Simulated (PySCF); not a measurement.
# Stationary points of [SH3]+

All numbers come from PBE0/[S def2-TZVP, H def2-TZVP], no relativity, density fitting, PySCF.

Relaxations began from a few typed shapes. The search is not exhaustive: other isomers or separated fragments can lie lower, and high-lying points may rest on an excited occupation.

```csv
spin,group,bonds,angles,imaginary modes (cm⁻¹),ΔE (kJ/mol),ΔE with ZPE (kJ/mol)
singlet,C3v,S–H 1.357 Å (×3),H–S–H 94.1° (×3),none,0.0,0.0
singlet,D3h,S–H 1.340 Å (×3),H–S–H 120.0° (×3),1091i,127.7,–
```

The lowest minimum found is the singlet C3v: S–H 1.357 Å (×3); H–S–H 94.1° (×3).

Counting electrons, sulfur keeps 2 of its valence electrons outside its bonds, so the VSEPR class is AX3E1 and the expected shape is trigonal pyramidal (C3v), as computed. The angle of 94° is close to 90°: the heavy centre bonds with nearly pure p orbitals and keeps its lone pair s-like.
